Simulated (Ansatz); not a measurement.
Sb (within 0.1 Å of Pm-3m, No. 221, 4 atoms in the cell; start mp-567409; another form than the element's usual one): properties by level of theory

| level (code) | equilibrium volume per atom (Å³/atom) | cohesive energy (eV/atom) |
|---|---|---|
| LDA (Ansatz) | 28.10 | 3.63 |
| PBEsol (Ansatz) | 28.67 | 3.07 |
| r²SCAN (Ansatz) | 29.38 | 2.49 |
| r²SCAN+rVV10 (Ansatz) | 28.97 | 2.75 |

Caveats: the relaxation could not lower the start's symmetry, so the cell can be a saddle point above a distorted one (LDA, PBEsol, r²SCAN, r²SCAN+rVV10). Ansatz's density-functional and Hartree–Fock values are scalar-relativistic unless marked +SOC, with PAW data made under PBE.

Free atoms are spin-polarised, in the lowest state found; at levels without +SOC their spin–orbit coupling is left out.

A start named mp-… is a Materials Project structure, which need not be a measured phase.

Ansatz is a program for electronic structure.
